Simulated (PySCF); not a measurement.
SF₄.
SMILES: `FS(F)(F)F`

Computed, not measured: TDDFT CAM-B3LYP/aug-cc-pVTZ, vertical, gas phase, core orbitals frozen in the response (PySCF). Geometry: PBE0-D3(BJ)/def2-TZVP; no solvent, vibrations or thermal averaging.

```json
{"state": "S1", "λ (nm)": "186.8", "E (eV)": "6.64", "f": "0.048", "symmetry": "B1 or B2", "main configurations (H = HOMO, L = LUMO)": "H→L (98%)"}
{"state": "S2", "λ (nm)": "147.3", "E (eV)": "8.42", "f": "0.0066", "symmetry": "B1 or B2", "main configurations (H = HOMO, L = LUMO)": "H-1→L (93%)"}
{"state": "S3", "λ (nm)": "147.2", "E (eV)": "8.42", "f": "0.0000", "symmetry": "–", "main configurations (H = HOMO, L = LUMO)": "H-2→L (98%)"}
{"state": "S4", "λ (nm)": "146.5", "E (eV)": "8.46", "f": "0.054", "symmetry": "A1", "main configurations (H = HOMO, L = LUMO)": "H→L+1 (73%), H→L+5 (24%)"}
{"state": "S5", "λ (nm)": "137.0", "E (eV)": "9.05", "f": "0.0014", "symmetry": "–", "main configurations (H = HOMO, L = LUMO)": "H-4→L (98%)"}
{"state": "S6", "λ (nm)": "134.7", "E (eV)": "9.21", "f": "0.0000", "symmetry": "–", "main configurations (H = HOMO, L = LUMO)": "H-3→L (93%)"}
{"state": "S7", "λ (nm)": "129.5", "E (eV)": "9.58", "f": "0.0012", "symmetry": "–", "main configurations (H = HOMO, L = LUMO)": "H→L+2 (93%)"}
{"state": "S8", "λ (nm)": "126.8", "E (eV)": "9.78", "f": "0.199", "symmetry": "B1 or B2", "main configurations (H = HOMO, L = LUMO)": "H→L+3 (82%)"}
{"state": "S9", "λ (nm)": "120.7", "E (eV)": "10.28", "f": "0.012", "symmetry": "A1", "main configurations (H = HOMO, L = LUMO)": "H-5→L (95%)"}
{"state": "S10", "λ (nm)": "120.0", "E (eV)": "10.33", "f": "0.0000", "symmetry": "–", "main configurations (H = HOMO, L = LUMO)": "H-1→L+1 (42%), H-6→L (32%), H-1→L+5 (19%)"}
```

Triplets, Tamm–Dancoff:

| state | E (eV) | λ (nm) | main configurations (H = HOMO, L = LUMO) |
| --- | --- | --- | --- |
| T1 | 4.84 | 255.9 | H→L (94%) |
| T2 | 7.93 | 156.3 | H-1→L (96%) |
| T3 | 7.93 | 156.3 | H→L+1 (65%), H→L+5 (30%) |
| T4 | 8.21 | 151.0 | H-2→L (95%) |

The lowest singlet comes at 187 nm (641 kJ/mol) in the vacuum ultraviolet; it is of moderate strength; its leading configuration is HOMO→LUMO (98%). The strongest level in the table is S8 at 9.78 eV (127 nm, f = 0.199). S2/S3 lie within about 0.01 eV of each other. Löwdin shares by element: HOMO fluorine 57% or more, sulfur 38%; LUMO sulfur 63%, fluorine 30% or more. Orbital energies (eV): HOMO-3 -14.14, HOMO-2 -13.75, HOMO-1 -13.54, HOMO -11.44, LUMO -0.94, LUMO+1 0.90, LUMO+2 1.12. Of the 10 states listed, 4 reach f = 0.01 and 3 stay under 0.0005. The oscillator strengths of these states sum to 0.323; summed over the whole spectrum of an exact calculation they would give the number of electrons, 52 (Thomas–Reiche–Kuhn). No computed singlet lies in the visible range (380 to 750 nm); the lowest, at 187 nm, stands 3.38 eV above its violet end (3.26 eV). Symmetry labels in C2v follow from the direction of the transition dipole and are given only for states with f of 0.002 or more; B1 and B2 swap with the choice of axes. Only the lowest 10 singlets were computed, as vertical energies without vibronic structure.

The run took 84 s wall, 1.8 min CPU on Intel Xeon at 2.50 GHz, 2 threads, no GPU, on a shared host, and the process peaked at 0.88 GiB of memory.
